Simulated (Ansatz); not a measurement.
# BH5O: composite energy at a relaxed geometry, by script

Aim: a composite energy at a relaxed geometry, for BH5O, run from a script.

Computed with the Python package of Ansatz 0.2.0. The levels of theory stand in the script.

**1. The structure**

Bond lengths: B1–O2 1.475 Å, B1–H3 1.115 Å, B1–H4 1.161 Å, B1–H5 1.229 Å, O2–H6 1.006 Å, O2–H7 1.020 Å. Angles: B1–O2–H6 108.5°, B1–O2–H7 104.4°, H6–O2–H7 104.2°, O2–B1–H3 114.6°, O2–B1–H4 106.4°, O2–B1–H5 109.8°, H3–B1–H4 108.8°, H3–B1–H5 111.3°, H4–B1–H5 105.4°.

No structure file is read: the coordinates are typed or built in the script.

**2. The code**

Contents of run_composite.py:

```python
"""Relax BH5O cheaply, then refine its energy."""

import itertools
import warnings

import ansatz as az
from ase.data import atomic_numbers, covalent_radii
import numpy as np


def main() -> None:
    warnings.simplefilter("ignore", az.DeckWarning)

    geometry_ang = [
        ("B", (-0.216, -0.483, -0.227)),
        ("O", (0.3121, 0.5072, 0.7304)),
        ("H", (0.2098, -1.5075, -0.1186)),
        ("H", (-1.3619, -0.5335, -0.0471)),
        ("H", (-0.0842, -0.0643, -1.3748)),
        ("H", (-0.0923, 1.404, 0.5178)),
        ("H", (1.2938, 0.6091, 0.4735)),
    ]
    geometry = az.Crystal.molecule()
    for symbol, xyz in geometry_ang:
        geometry = geometry.atom(symbol, xyz)

    base = geometry.calculation()
    base = base.basis(gaussian="def2-SVP")
    base = base.functional("PBE0")
    base = base.scf(lower_state_search="light")
    symbols = [site.symbol for site in geometry.cartesian_sites]
    start = np.array([site.position_ang for site in geometry.cartesian_sites], dtype=float)
    rep = base.relax(force_tolerance=0.01).run(threads=1).report
    end = np.array(rep["positions_ang"])
    # pairs closer than 1.2 times the sum of covalent radii, before or after
    radius = [covalent_radii[atomic_numbers[s]] for s in symbols]
    span = lambda where, i, j: np.linalg.norm(where[i] - where[j])
    bonded = [(i, j) for i, j in itertools.combinations(range(len(symbols)), 2) if min(span(start, i, j), span(end, i, j)) < 1.2 * (radius[i] + radius[j])]
    print("pair        before    after (A)")
    for i, j in bonded:
        print(f"{symbols[i]}{i}-{symbols[j]}{j}".ljust(10), f"{span(start, i, j):8.4f} {span(end, i, j):8.4f}")

    minimum = az.Crystal.molecule()
    for symbol, place in zip(symbols, end):
        minimum = minimum.atom(symbol, place.tolist())
    at_minimum = minimum.calculation()
    # MP2 extrapolated to the basis limit, plus the small-basis difference CCSD(T) - MP2
    level = lambda method, basis: at_minimum.basis(gaussian=basis).correlation(method).run(threads=1).report
    small, large, cluster = level("mp2", "cc-pVDZ"), level("mp2", "cc-pVTZ"), level("ccsd_t", "cc-pVDZ")
    corr = lambda each: (each["free_energy_ev"] - each["reference_energy_ev"]) / 27.211386246
    mp2_limit = (27 * corr(large) - 8 * corr(small)) / 19
    pieces = {"HF / cc-pVTZ": large["reference_energy_ev"] / 27.211386246, "MP2 correlation, DZ-TZ limit": mp2_limit, "CCSD(T) - MP2 / cc-pVDZ": corr(cluster) - corr(small)}
    for name, value in pieces.items():
        print(f"{name:32s} {value:14.6f} Ha")
    print(f"{'sum':32s} {sum(pieces.values()):14.6f} Ha")
    print("T1 diagnostic", round(cluster["correlation"]["coupled_cluster"]["t1_diagnostic"], 4))


if __name__ == "__main__":
    main()
```

**3. The input behind the calls**

The package turns the script's settings into the engine's input (first run):

```yaml
crystal:
  periodic: [false, false, false]
  atoms:
    - { symbol: B, position_ang: [-0.216, -0.483, -0.227] }
    - { symbol: O, position_ang: [0.3121, 0.5072, 0.7304] }
    - { symbol: H, position_ang: [0.2098, -1.5075, -0.1186] }
    - { symbol: H, position_ang: [-1.3619, -0.5335, -0.0471] }
    - { symbol: H, position_ang: [-0.0842, -0.0643, -1.3748] }
    - { symbol: H, position_ang: [-0.0923, 1.404, 0.5178] }
    - { symbol: H, position_ang: [1.2938, 0.6091, 0.4735] }
basis:
  gaussian:
    orbitals: def2-SVP
hamiltonian:
  xc: pbe0
scf:
  lower_state_search: light
relax:
  f_tol: 0.01
```

**4. Running it**

Command:

```
$ python run_composite.py
```

Q: Predict the main results. Wanted: T1 diagnostic; composite energy.

As calculated:

| quantity | value |
| --- | --- |
| T1 diagnostic | 0.0085 |
| composite energy | -102.929988 Ha |
| runs compared | 3 |

**Reading.** All 3 runs converged, in 11 to 17 cycles. A T1 diagnostic under about 0.02 supports a single-reference treatment, as here. Run 0: The relaxation took 5 moves; the largest shift is 0.154 Å, of atom 1 (B). The sum leaves out core correlation, relativity, the Hartree-Fock basis error and zero-point energy; a DZ-TZ extrapolation is rough. Inner cores stay frozen, so this is valence correlation. An extrapolation from small basis sets is rough.
